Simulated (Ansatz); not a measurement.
**BNH+ (triplet): wave-function methods side by side, def2-QZVPP**

The task here is to estimate one member of a computed series from the others.

The runs use Ansatz 0.2.0, Gaussian basis; def2-QZVPP, core rule «outside noble gas», up to 2 orbitals frozen.

To be run: UHF; ROHF; CCSD(T) on UHF.

### The geometry

The geometry is a PBE0/def2-TZVP stationary point (not a proven minimum) of the parent state, kept for this charge and spin.

3 atoms, charge 1, spin multiplicity 3.

Atoms are counted from 1 here; the program's logs count them from 0.

Bond lengths: B1–N2 1.503 Å, B1–H3 1.206 Å. Angles: N2–B1–H3 117.0°.

Set-up of the first run:

The input, in.yaml:

```yaml
crystal:
  periodic: [false, false, false]
  atoms:
    - {symbol: B, position_ang: [0.000000, -0.185227, 0.772970]}
    - {symbol: N, position_ang: [0.000000, 0.087426, -0.705019]}
    - {symbol: H, position_ang: [0.000000, 0.771807, 1.506451]}
basis:
  gaussian: {orbitals: "def2-QZVPP.json"}
total_charge: 1
magnetization: {spin_polarized: true, initial_magnetization: 2}
hamiltonian: {xc: hf}
output: {orbitals: {seedname: orbitals}}
```

The run is started by

```bash
$ ansatz run in.yaml --threads 1 --pin off --events-out ev --progress --plain --max-ram 2393MiB
```

Steps of the session up to this table: UHF; ROHF; CCSD(T) on UHF.

One of the session's tables, all rows but one given; the rest of the session is left out.

It belongs to the step «Misses and costs». 

```
  method  from UCCSD(T) (meV)
    ROHF              +6776.3
     UHF              +6595.1
    UMP2              +1015.3
   UCCSD                    ?
UCCSD(T)                    0
```

Q: Estimate the row for UCCSD from the others.

**Answer.** from UCCSD(T) (meV): +269.4. In the column «from UCCSD(T) (meV)» it lies between UCCSD(T) (0) and UMP2 (+1015.3).
